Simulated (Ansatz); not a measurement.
input.yaml (Ansatz)

```yaml
crystal:
  lattice:
    - [0.0, 1.8769857237, 1.8769857237]
    - [1.8769857237, 0.0, 1.8769857237]
    - [1.8769857237, 1.8769857237, 0.0]
  atoms:
    - { symbol: Rh, position: [0.0, 0.0, 0.0], spin: 1.0 }
hamiltonian:
  xc: lda
  pseudopotentials:
    kind: paw
    azcp:
      Rh: "pseudopotentials/Rh.paw.azcp"
basis:
  ecutwfc: 420
  fft_grid_basis: typed
kpoints:
  mp_grid: { grid: [24, 24, 24], shift: [0, 0, 0] }
magnetization:
  spin_polarized: true
scf:
  occupations: { method: fermi_dirac, width: 0.05 }
```

and its output:

```
Warning: the record states the generating functional pbe (its physics header spells it `PBE`), which answers neither for hamiltonian.xc's functional nor for the lda family's — results may be inconsistent (PPs are generated against a specific XC)
Engine: ansatz 0.2.0, aarch64-unknown-linux-gnu
Pseudopotentials: kind: paw
Pseudopotential: Rh, paw, valence charge 17, recommended cutoff 420 eV (normal) 
Functional definition: SPW92
  exchange = slater_x
  correlation = pw_c
Crystal: 1 atoms, lattice volume = 13.226 Å³
Basis set: ecut = 420 eV, 259 PW (Γ)
Bands: 13, of which v1, the nominal top of the filled ones, is band 9 counted from 1 (8 counted from 0)
Symmetry: 48 space group operations
Space group: Fm-3m (ITA 225), of the structure as read, at distance tolerance 2.4e-5 Å
Magnetic group: BNS 225.116 (UNI 1618), of the structure as read, at distance tolerance 2.4e-5 Å
k-points: 413 of 13824
Non-local potential: Rh, projectors of the file, l = 0: 3, l = 1: 2, l = 2: 2, l = 3: 1
PAW form: soft (Blöchl's): semilocal exchange-correlation on the pseudo side does not see the compensation charge
PAW frozen core: Rh, regenerated for the run's functional, and the local potential with it (the file was generated under x = pbe(κ = 0.804, μ = 0.2195149727645171), c = pbe(β = 0.06672455060314922))
PAW one-centre angular grid: Rh, 590 points (default); XC on 64 Gauss nodes
Initial density: superposition of atomic densities (chi_scale 0.1, normalization cell)
Starting moments: Σ|m| = 1 μB on 1 of 1 site
Initial wavefunctions: pseudopotential atomic-orbital guess
Functional: x = slater, c = lda
SCF iter   1: F=—  HF=-6279.716935 eV  |F-HF|=—  |Δ(HF+E_count)|=         —  Δρ=1.13e-1 (↑1.13e-1 ↓4.36e-2)  dr2=1.93e0  dr2_m=4.00e-1  M=0.049 μB ∫|m|=0.049 μB  β_m=0.30  ethr=3.10e-3  ⟨swp⟩=4.8  Hψ=57799  notcnv=0
Mixer restart at iter 1: flushing history
SCF iter   2: F=—  HF=-6278.773721 eV  |F-HF|=—  |Δ(HF+E_count)|=   9.43e-1  Δρ=5.47e-2 (↑5.47e-2 ↓3.45e-2)  dr2=1.61e-1  dr2_m=1.94e-1  M=0.046 μB ∫|m|=0.046 μB  β_m=0.38  ethr=3.10e-3  ⟨swp⟩=2.7  Hψ=26230  notcnv=0
SCF iter   3: F=—  HF=-6278.668576 eV  |F-HF|=—  |Δ(HF+E_count)|=   1.05e-1  Δρ=2.25e-2 (↑2.24e-2 ↓2.25e-2)  dr2=1.02e-2  dr2_m=5.16e-2  M=0.028 μB ∫|m|=0.028 μB  β_m=0.62  ethr=9.45e-4  ⟨swp⟩=2.2  Hψ=17692  notcnv=0
SCF iter   4: F=—  HF=-6278.654514 eV  |F-HF|=—  |Δ(HF+E_count)|=   1.41e-2  Δρ=1.06e-3 (↑8.69e-4 ↓1.06e-3)  dr2=1.32e-4  dr2_m=3.92e-5  M=0.002 μB ∫|m|=0.002 μB  β_m=0.81  ethr=6.00e-5  ⟨swp⟩=2.4  Hψ=19249  notcnv=0
SCF iter   5: F=—  HF=-6278.654638 eV  |F-HF|=—  |Δ(HF+E_count)|=   1.23e-4  Δρ=3.02e-4 (↑1.56e-4 ↓3.02e-4)  dr2=1.86e-5  dr2_m=2.24e-6  M=0.000 μB ∫|m|=0.000 μB  β_m=0.90  ethr=7.75e-7  ⟨swp⟩=1.9  Hψ=14057  notcnv=0
SCF iter   6: F=—  HF=-6278.654639 eV  |F-HF|=—  |Δ(HF+E_count)|=   1.25e-6  Δρ=1.15e-5 (↑9.10e-6 ↓1.15e-5)  dr2=1.83e-8  dr2_m=1.04e-9  M=0.000 μB ∫|m|=0.000 μB  β_m=0.88  ethr=1.09e-7  ⟨swp⟩=2.1  Hψ=14164  notcnv=0
SCF iter   7: F=—  HF=-6278.654639 eV  |F-HF|=—  |Δ(HF+E_count)|=   8.50e-9  Δρ=3.19e-6 (↑3.19e-6 ↓3.18e-6)  dr2=3.67e-9  dr2_m=8.14e-11  M=0.000 μB ∫|m|=0.000 μB  β_m=0.94  ethr=1.08e-10  ⟨swp⟩=2.6  Hψ=18369  notcnv=0
SCF iter   8: F=-6278.654639 eV  HF=-6278.654639 eV  |F-HF|=3.64e-12  |Δ(HF+E_count)|=  6.68e-10  Δρ=2.64e-7 (↑2.64e-7 ↓2.26e-7)  dr2=7.44e-12  dr2_m=4.79e-13  M=-0.000 μB ∫|m|=0.000 μB  ethr=2.16e-11  ⟨swp⟩=1.0  Hψ=29945  notcnv=0
SCF 1 converged in 8 iterations: F = -6278.654639 eV  dr2 = 7.44e-12
WARN: the starting moments were not kept: the SCF closed with an absolute magnetisation of 5.1e-7 μB, where they sum to 1 μB in size (1 site). That is at most 0.1 of that sum. Measured as dr2_m measures the in/out step, that magnetisation stands 1.7e-13 eV from none, at or under the dr2_threshold of 1.0e-7 eV: it is no larger than a step whose dr2_m would equal this threshold. The system may hold no moment; this SCF shows only that its start led to no more than that. To try another start: raise the starting moments (crystal.atoms[].spin, magnetization.per_species, magnetization.initial_magnetization, or on a non-collinear deck that types none of these the spinor_matrix: blocks that start its atoms; where the total moment is fixed, keep their sum and leave initial_magnetization as it is; typed ones take the place of any that the run laid by itself, positive ones on a crystal's lanthanoids without a Hubbard term where scf.initial_density.shell_occupations: [] is typed) or, if the notice of its spin-set hold's release reads "site moments contracting" or "site moments show no strong build", lengthen the hold (scf.mixing.spin_hold: { on: { confirm: 4 } }; for m-r²SCAN on two components see the key's manual first). Each may lead to a state that holds a moment. A second SCF, from the converged charge density, with the starting moments and any scf.initial_density.shell_occupations laid on it anew, would have followed, and was not run: the deck does not ask for one (magnetization.retry_lost_moments is false, the default). To let it run, set magnetization.retry_lost_moments: true and run the deck again, where that key's refused combinations let it; where memory then withholds it, that run's warning says so.
SCF converged after 8 iterations
Magnetization: -0.0000 μB (8.5000 up, 8.5000 down)
Absolute magnetization: 0.0000 μB (∫|ρ↑−ρ↓|, with the PAW one-centre terms)
Spin contamination: 0.0000 ħ² per cell (⟨S²⟩ above its minimum at these occupations)
Per-site moments (μB) at R_I (Å): [(-4.976989226549957e-7, 1.094964200070353)]
Free energy (F): -6278.654639 eV
Harris-Foulkes:  -6278.654639 eV  (|F-HF|=3.64e-12)
Internal energy: -6278.645439 eV  (E = F + TS)
E sigma→0 (E₀):  -6278.650039 eV
Entropy (-TS):   -0.009200 eV (-9.200 meV/atom)
Fermi energy:    23.202883 eV
--- Per-component energies (eV) ---
  E_band       = -73.365960
  E_kinetic    = 574.743278
  E_local      = -1520.352686  (includes V_loc(G=0)·N_el)
  E_nonlocal   = 360.175147
  E_hartree    = 532.518024
  E_xc         = -221.232429
  E_vxc        = -278.968318  (∫ρ·V_xc dr)
  E_paw        = -3463.825709  (= ΣΔE_a)
  E_vpaw       = -274.000133  (= ΣTr[D̂ρ^β])
  E_aug_tail   = 0.000724  (compensation charges beyond the density's cutoff)
  E_ewald      = -2541.294270
  E_core_change = 0.622482  (= ΣΔE_core)
  E_smearing   = -0.009200  (= −TS)
  E_closure    = 0.000000  (closes the sum)
  Σ components = -6278.654639   (vs F -6278.654639, Δ=0.00e0)
```
